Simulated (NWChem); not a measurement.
## Correlation energy of HS

```
S
H 1 1.3538
```
Charge 0, spin multiplicity 2.

The numbers come from NWChem runs, not from measurements. All single points use one geometry, from UPBE0/def2-SVP, a minimum by its harmonic frequencies.

Basis set: STO-3G. Each correlation energy counts from its own Hartree-Fock reference.

```
method           correlation energy (mHa)
---------------  ------------------------
CCSD[T] on ROHF                     -23.1
SCS-UMP2                            -17.3
CCSD(T) on UHF                      -22.3
UMP2                                -14.4
CCSD(T) on ROHF                     -23.1
CCSD on UHF                         -22.3
CCSD on ROHF                        -23.1
CCSDT on ROHF                       -23.1
CCSD[T] on UHF                      -22.3
```

The values span 8.6 mHa, from CCSD(T) on ROHF (lowest) to UMP2 (highest). 

The correlated methods keep 5 core orbitals frozen. The structure started from a generated list of species. The unpaired electrons of the parent sit in orbitals of symmetry b2 (C2v labels of the run); other states weren't searched. The stability of the SCF solutions was not checked. Open-shell Hartree-Fock references start from PBE0 orbitals. Coupled-cluster values serve here as a point of comparison, not as the truth.
